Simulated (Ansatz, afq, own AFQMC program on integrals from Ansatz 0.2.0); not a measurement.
**Atomization energy of CHN, singlet**

```csv
atom,x (Å),y (Å),z (Å)
N,0.0000,0.0000,1.1200
C,0.0000,0.0000,-0.0256
H,0.0000,0.0000,-1.0944
```

Connectivity, by distances: N–CH.

Atoms in their ground-state spins without spin–orbit coupling (mostly on UHF) minus the molecule (RHF), without zero-point energy. The geometry is a stationary point, not shown to be a minimum.

Basis cc-pVTZ. Only valence electrons are correlated. Ansatz 0.2.0 and our own AFQMC program on the same integrals; the CISD trial comes from CCSD amplitudes, and released means the phaseless constraint is let go. Uncertainties: one standard error, sampling alone. The errors of all members are added in quadrature.

No full CI on the walks' own integrals is used here. The released AFQMC energy serves as the reference, which it does only where one determinant dominates, the energy is flat over the last release times and near the phaseless one (40 meV or 2 meV an electron, half that with transition metals). On small molecules, where full CI could be run and the noise was under 10 meV, such values lay within 10 meV of it in 19 cases of 20, a flattering rate, since the rule was set on those same cases; what remains of the bias isn't in the error bar. Each member takes its own surest rung, up to full CI.

The best estimate is CCSD(T) at the basis-set limit (CBS: def2-TZVPP and def2-QZVPP, with their diffuse functions for anions and beside diffuse sets, CCSD(T) itself extrapolated) plus the step from CCSD(T) to AFQMC with the constraint released in cc-pVTZ. Rows without CBS are in cc-pVTZ; B2PLYP and the wave-function rows carry a basis error of their own. Core correlation and relativity beyond core potentials are missing, and ± holds the sampling alone.

Cautions: CHN (singlet): the released value is read at 2.40 1/Eh (meV from the phaseless value at times in 1/Eh: -11 ± 4 at 0.24, -10 ± 4 at 0.51, -11 ± 5 at 0.99, -13 ± 4 at 1.62, -14 ± 6 at 2.40).

| level | atomization energy (kcal/mol) |
| --- | --- |
| HF | 198.9 |
| B2PLYP | 312.2 |
| PBE | 326.0 |

(1) From these cheaper values, estimate the atomization energy at the level of the best estimate.

(1) 311.6 ± 0.1 kcal/mol (best estimate, highest rung released AFQMC).

| level | atomization energy (kcal/mol) | error against the best estimate (kcal/mol) |
| --- | --- | --- |
| MP2 | 312.3 | 0.8 ± 0.1 |
| CCSD | 292.5 | -19.1 ± 0.1 |
| CCSD(T) | 300.9 | -10.7 ± 0.1 |
| CCSDT | 300.3 | -11.3 ± 0.1 |
| CCSDT(Q) | 301.2 | -10.4 ± 0.1 |
| ph-AFQMC/CISD | 301.0 ± 0.1 | -10.5 ± 0.2 |
| released AFQMC | 301.2 ± 0.1 | -10.4 |
| HF/CBS | 199.8 | -111.7 ± 0.1 |
| MP2/CBS | 323.1 | 11.6 ± 0.1 |
| CCSD(T)/CBS | 311.3 | -0.3 ± 0.1 |
| r2SCAN | 307.9 | -3.6 ± 0.1 |
| PBE0 | 310.8 | -0.8 ± 0.1 |
| B3LYP | 313.0 | 1.5 ± 0.1 |
| wB97M-V | 313.3 | 1.8 ± 0.1 |

Correlation beyond CCSD(T) changes it by less than twice the noise. Going to the basis-set limit adds 10.4 kcal/mol at CCSD(T). The perturbative (T) step is worth +8.4 kcal/mol. The functionals spread over 18.0 kcal/mol; B2PLYP and PBE0 come nearest and PBE is 14.4 kcal/mol too high.

Best estimates are given only where the step beyond CCSD(T) is under 0.3 eV and no member's determinant is very poor (T1 over 0.05, or 0.07 for open shells, ⟨S²⟩ too high by 0.3, two states mixed), so the hardest cases are missing from such tables.

The functionals ran in a triple-zeta set and keep a basis error of their own, a few kJ/mol for each bond in atomization energies and more for double hybrids, so close places among them and the extrapolated levels can swap.

CCSDT and higher add their correlation energy to the determinant of the CCSD(T) run, since their own runs factorise the integrals more tightly (a shift of under 2 meV). Each member of a difference takes its own highest rung, so a best estimate needn't equal the limit plus the step of one row. A walk keeps the symmetry of its determinant, which the program's search chose and which needn't be the lowest solution, so a lower state of the same spin and another symmetry isn't excluded. Released energies are given only where the last usable release times agree within the noise; a slower fall can still hide under it.
